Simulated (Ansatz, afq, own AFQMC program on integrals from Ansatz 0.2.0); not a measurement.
**Si2Ge2H8, singlet: energetics from AFQMC and coupled cluster**

```csv
atom,x (Å),y (Å),z (Å)
Si,-1.3866,0.3687,-0.9237
Ge,-0.9258,0.1093,1.4334
Si,1.3873,-0.3657,0.9239
Ge,0.9253,-0.1118,-1.4336
H,-2.3589,-0.6266,-1.4749
H,-1.8309,1.7429,-1.3164
H,-1.6825,-1.0527,2.1073
H,-1.1469,1.3839,2.2720
H,1.8368,-1.7372,1.3198
H,2.3561,0.6346,1.4725
H,1.1418,-1.3906,-2.2671
H,1.6844,1.0452,-2.1132
```

Geometry: a PBE0/def2-SVP stationary point, not shown to be a minimum. Basis def2-SVP. Noble-gas cores (and the filled d shells of Ga–Kr and In–Xe) are frozen. Integrals, coupled cluster, full CI and functionals: Ansatz 0.2.0; the random walks run on the same integrals in our own AFQMC program. ph-AFQMC/CISD is guided by a CISD state made of CCSD amplitudes; releasing the constraint for a short imaginary time cuts its bias at the price of noise, slowly where states lie close. Uncertainties: one standard error, sampling alone. No spin–orbit coupling.

Best estimates are CCSD(T) at the basis-set limit (def2-TZVPP/QZVPP) plus the step from CCSD(T) to the highest rung at hand in def2-SVP, named in the table (released AFQMC can keep some 10 meV of bias). Fragments are relaxed and keep their bonds. No zero-point, core-correlation or spin–orbit terms, no scalar relativity below Rb. Where CCSD(T) in the larger sets was too dear, only MP2 was extrapolated. Other levels are in def2-SVP, the functionals in def2-TZVP; a dash marks a level that is missing or breaks spin symmetry for a member.

Cautions: inner d shell frozen; no relativity below Rb; no spin-orbit coupling; Si₂Ge₂H₈ (singlet): the released value is read at 0.90 1/Eh with a noise of 11 meV, more than in the cases checked (meV from the phaseless value at times in 1/Eh: 0 ± 8 at 0.21, -10 ± 10 at 0.42, -9 ± 12 at 0.63, -4 ± 11 at 0.90); Si₂Ge₂H₇ (doublet): the released value is read at 0.90 1/Eh with a noise of 18 meV, more than in the cases checked (meV from the phaseless value at times in 1/Eh: -6 ± 15 at 0.21, -14 ± 16 at 0.42, -14 ± 20 at 0.63, -26 ± 18 at 0.90).

| process | best estimate (eV) | highest rung |
| --- | --- | --- |
| Si1–H5 → Si2Ge2H7 (doublet) + H (doublet) | 3.85 ± 0.02 | released AFQMC |
| to free atoms | 34.19 ± 0.01 | released AFQMC |

Errors against the best estimates in eV, the processes numbered in the order above:

```csv
level,"error, 1","error, 2"
MP2,-0.27,-3.07
CCSD(T),-0.17,-2.55
ph-AFQMC/CISD,-0.18 ± 0.02,-2.51 ± 0.009
CCSD(T)/CBS,0.03,-0.03
PBE,-0.24,-0.62
r2SCAN,-0.19,0.16
PBE0,-0.18,-0.53
B3LYP,-0.05,-0.74
wB97M-V,0.03,-0.18
B2PLYP,-0.08,-1.00
```

Cost at the first geometry (cards were shared with other jobs): PBE0/def2-SVP, 10 s on 1 thread of AMD EPYC 7R13 Processor (Zen 3), with other jobs on the host; RCCSD(T)/def2-SVP, 7 s on 1 × NVIDIA H100 80GB HBM3 with 1 thread of AMD EPYC 7R13 Processor (Zen 3) (shared host); ph-AFQMC/CISD with release, 4.3 min on 1 × NVIDIA H100 80GB HBM3 with 2 threads of AMD EPYC 7R13 Processor (Zen 3) (shared host).

Best estimates are given only where the step beyond CCSD(T) is under 0.3 eV and no member's determinant is very poor (T1 over 0.05, or 0.07 for open shells, ⟨S²⟩ too high by 0.3, two states mixed), so the hardest cases are missing from such tables.

The functionals ran in a triple-zeta set and keep a basis error of their own, a few kJ/mol for each bond in atomization energies and more for double hybrids, so close places among them and the extrapolated levels can swap.

Each member of a difference takes its own highest rung, so a best estimate needn't equal the limit plus the step of one row. Released energies are given only where the last usable release times agree within the noise; a slower fall can still hide under it.
